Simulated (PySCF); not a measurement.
## One molecule, a ladder of functionals, a line

Molecule: `FP(F)P`, F₂H₂P₂.

Bonds (- single, = double, # triple, : aromatic): F1-P2 1.614 Å, P2-F3 1.614 Å, P2-P4 2.238 Å. P4 carries H5, H6.

GIAO shieldings (ppm, equivalent atoms averaged) in PySCF 2.14.0 with density-fitted response routines on the PBE0-D3(BJ)/def2-SVP geometry, basis pcSseg-2, gas phase, non-relativistic:

| functional | exact exchange (%) | σ(F1/F3) | σ(P2) |
| --- | --- | --- | --- |
| BLYP | 0 | 239.4 | -70.7 |
| BP86 | 0 | 241.7 | -51.1 |
| PBE | 0 | 238.7 | -47.5 |
| B3LYP | 20 | 260.5 | -44.2 |
| mPW1PW91 | 25 | 267.4 | -17.9 |
| HF | 100 | 320.6 | 78.2 |

Task: Fit each shielding as a line in the percentage of exact exchange.

Result: σ(F1/F3) = 241.9 + 0.81 x (rms 3.0 ppm); σ(P2) = -58.3 + 1.36 x (rms 9.4 ppm). The functionals also differ in their semilocal parts, which the line can't hold; Hartree–Fock has no correlation at all.

Task: What does the line predict for PBE0 (25 %), and what does the run give?

Result: σ(F1/F3): 262.1 predicted, 265.5 computed; σ(P2): -24.3 predicted, -14.5 computed ppm.
